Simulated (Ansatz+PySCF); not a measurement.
Values are calculated unless marked as measured or tabulated.
A run of PySCF 2.14.0 on doublet C2H6(+) at this shape:

```xyz
8

C    -0.0093    0.1213   -0.7107
C     0.0060   -0.1151    0.7023
H    -0.0088    1.1463   -1.0569
H     0.7619   -0.5164   -1.2530
H    -0.7731   -0.5120   -1.2532
H    -0.0008   -1.1457    1.0624
H     0.7650    0.5189    1.2695
H    -0.7716    0.5058    1.2575
```

Its results:

```yaml
Converged: yes
Reference_energy: -78.84394 hartree
Correlation_energy: -0.35120 hartree
Total_energy: -79.19513 hartree
Spin_squared_of_the_determinant: 0.772
```

Task: Which input gives this output? Name the method, the orbitals and the basis set, and write the input.

Result: UHF-MP2 in cc-pVTZ.

```python
from pyscf import gto, scf, mp

mol = gto.M(atom="""
C -0.009310 0.121350 -0.710650
C 0.005950 -0.115110 0.702280
H -0.008760 1.146270 -1.056890
H 0.761930 -0.516390 -1.252960
H -0.773090 -0.512020 -1.253250
H -0.000800 -1.145670 1.062440
H 0.764950 0.518940 1.269500
H -0.771630 0.505790 1.257510
""", basis='cc-pvtz', charge=1, spin=1)
mf = scf.UHF(mol)
mf.kernel()
pt = mp.MP2(mf, frozen=2).run()
print(mf.e_tot, pt.e_corr, pt.e_tot)
```

Caution: MP2 on this radical cation hangs on the determinant chosen.
